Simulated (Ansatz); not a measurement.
A nudged elastic band was laid between two geometries of CH2Cl2O2 (7 atoms, charge 0, multiplicity 1).

Theory: RKS PBE0-D4/def2-SVP (Ansatz 0.2.0).

```
movable images  : 6
climbing image  : no
spring          : 5.0 eV/Å²
optimiser       : quadratic models (default)
start path      : through a guess of the saddle point
force threshold : 0.03 eV/Å
iteration limit : 60
end points      : relaxed
```

Image 0:

```xyz
7
Properties=species:S:1:pos:R:3
O -0.531 0.708 0.834
C 0.015 0.110 -0.257
O 0.524 -1.126 -0.010
Cl -1.209 -0.123 -1.547
Cl 1.289 1.232 -0.834
H -1.264 0.150 1.132
H 1.237 -1.019 0.637
```

Image 7:

```xyz
7
Properties=species:S:1:pos:R:3
O -1.086 0.581 0.589
C -0.121 0.067 -0.186
O 0.442 -1.003 0.419
Cl -0.854 -0.348 -1.764
Cl 1.201 1.307 -0.525
H -0.749 0.600 1.496
H 1.228 -1.273 -0.074
```

(1) What changes between the two ends?

(2) Give the energies along the band, and the barrier.

(3) What is the geometry of the highest image?

The band took 14 iterations and roughly 5 core-minutes.

Answers

(1) No bond is made or broken. The dihedral H6–O1–C2–Cl4 goes from 58 to 166°.

(2) The forces met the threshold. The highest image is number 2 of 0 to 7, 0.037 eV above the first end and 0.119 eV above the last; the last end lies 0.082 eV below the first. The profile has 2 maxima (images 2, 6) with wells between them (image 4): this band takes more than one step, which may be the mechanism or a detour left from its start path. No image climbed, so the highest image needn't sit at the top of the path.

```tsv
image	path coordinate (Å)	energy (eV)	dihedral H6–O1–C2–Cl4 (°)
0	0.00	0.000	58
1	0.36	0.030	66
2	0.73	0.037	72
3	1.09	-0.037	71
4	1.46	-0.082	75
5	1.82	-0.064	105
6	2.19	-0.062	136
7	2.55	-0.082	166
```

(3) 
```xyz
7
Properties=species:S:1:pos:R:3
O -0.698 0.807 0.783
C -0.014 0.129 -0.161
O 0.459 -1.056 0.305
Cl -1.096 -0.199 -1.591
Cl 1.326 1.178 -0.709
H -1.322 0.188 1.188
H 1.407 -1.114 0.138
```

Time of the run: 4.5 min on 1 thread of Arm Neoverse V2, on a shared host, peak memory 0.18 GiB.
